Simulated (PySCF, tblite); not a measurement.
Bond stretch in Na₂, singlet.

GFN2-xTB, 300 K electronic temperature (tblite); UKS-LDA (SVWN5) = unrestricted LDA (SVWN5)/cc-pVDZ (PySCF 2.14.0); UKS-PBE = unrestricted PBE/cc-pVDZ (PySCF 2.14.0).

Energies are in eV, each relative to the lowest point of its own curve near equilibrium.

| R / Å | GFN2-xTB | UKS-LDA (SVWN5) | UKS-PBE |
|---|---|---|---|
| 2.50 | 0.105 | 0.152 | 0.238 |
| 2.61 | 0.024 | 0.083 | 0.146 |
| 2.77 | 0.000 | 0.026 | 0.059 |
| 2.94 | 0.047 | 0.001 | 0.011 |
| 3.04 | 0.096 | 0.000 | [?] |
| 3.10 | 0.129 | 0.004 | 0.000 |
| 3.17 | 0.172 | [?] | 0.004 |
| 3.31 | 0.264 | 0.042 | 0.023 |
| 3.39 | 0.319 | 0.064 | 0.040 |
| 3.59 | 0.460 | 0.133 | 0.098 |
| 3.85 | 0.601 | 0.239 | 0.193 |
| 4.20 | 0.811 | 0.392 | 0.333 |
| 4.61 | [?] | 0.552 | 0.479 |
| 5.17 | 1.399 | 0.704 | 0.623 |
| 5.56 | [?] | 0.771 | [?] |
| 6.25 | 1.806 | 0.838 | 0.747 |
| 6.84 | 1.930 | 0.865 | 0.766 |
| 7.53 | 2.021 | 0.879 | 0.774 |
| 8.32 | 2.082 | 0.885 | [?] |
| 9.19 | 2.118 | 0.888 | 0.778 |

Task: Some entries are withheld; supply them.

Result: 
- 3.04, UKS-PBE: 0.001
- 3.17, UKS-LDA (SVWN5): 0.013
- 4.61, GFN2-xTB: 1.082
- 5.56, GFN2-xTB: 1.577
- 5.56, UKS-PBE: 0.687
- 8.32, UKS-PBE: 0.777

The unrestricted determinant behind UKS-LDA (SVWN5) is spin-contaminated at 4.61 to 9.19 Å (<S²> up to 1.0, against 0.00 for a pure singlet). The unrestricted determinant behind UKS-PBE is spin-contaminated at 4.20 to 9.19 Å (<S²> up to 1.0, against 0.00 for a pure singlet).
